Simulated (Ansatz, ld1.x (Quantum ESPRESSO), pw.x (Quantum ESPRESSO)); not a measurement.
**aluminium (bcc): variants of one RRKJ potential in the solid**

```json
{"Element": "aluminium", "Generator": "ld1.x (Quantum ESPRESSO) 7.5", "Type": "norm-conserving RRKJ (Kleinman–Bylander form)", "Functional": "LDA (PW92)", "Relativity": "scalar-relativistic", "Frozen core": "[Ne]", "Valence charge": "3", "Reference configuration": "3s2 3p0.75 (charge +0.25)", "Partial waves": "3s (bound): rc 1.85 bohr; 3p (bound): rc 2.35 bohr", "Local potential": "all-electron potential smoothed inside 2.15 bohr (lloc = -1)", "Core correction": "none", "rho0": "0.02"}
```

Crystal test: bcc Al in pw.x 7.5, no spin, 14³ k-points, Fermi–Dirac smearing 0.01 Ry, cutoffs set for each file from its atomic test. The reference is all-electron LAPW (Ansatz 0.2.0) with the same functional, mesh and smearing; V0 and B0 come from Birch–Murnaghan fits to the pressures at five volumes. Errors are pseudo minus all-electron; Δ is the rms difference of the E(V) curves that follow from these fits, minima aligned, over ±6 % about the mean V0. Mesh and smearing are coarse, so the numbers serve the comparison and aren't converged zero-temperature values; the lattice is a test structure that the element need not adopt.

All-electron: a0 = 3.191 Å (V0 = 16.24 Å³/atom), B0 = 73.6 GPa.

Base: This is a poor potential for the solid.

2 further variants are left out: they gave no file fit for a test, a broken result, the same result as the base, or pressures whose basis-set error rivals the error shown.

A dash in a converged row means that the minimum lies outside the volumes sampled.

```tsv
change	cutoffs (Ry)	pw.x	a0 (Å)	a0 error (%)	B0 error (%)	Δ (meV/atom)	mean pressure error (GPa)
base	55/220	converged	3.231	+1.25	-6.1	9.6	+2.80
type TM; local potential the p channel; rho0 0	40/160	converged	–	–	–	–	+8.84
core correction a·sin(br)/r model core inside 1.74 bohr	55/220	converged	3.235	+1.38	-5.4	10.6	+3.15
```

**Question.** Give the row for: local potential all-electron potential smoothed inside 1.58 bohr (lloc = -1).

**Answer.** pw.x: converged; mean pressure error (GPa): +0.41; a0 (Å): 3.197; a0 error (%): +0.19; B0 error (%): -3.0; Δ (meV/atom): 1.5.
